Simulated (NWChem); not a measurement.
silicon monoxide (SiO, singlet); SMILES O=[Si]

Results from NWChem. Pople sets run with spherical d functions. Low-valent species are run as closed-shell singlets; no triplet was tried in these runs. Each level has its own optimisation; frequencies are unscaled.

For level Hartree-Fock/6-31G*:

| Quantity | Value |
|---|---|
| r O–Si (Å) | 1.488 |
| highest harmonic frequency (cm⁻¹) | 1406 |
| dipole (D) | 3.26 |

How do the values read with level PBE/def2-SVP instead?

The r O–Si (Å) comes out as 1.545 and the highest harmonic frequency (cm⁻¹) is 1182. The dipole (D) is 2.41.
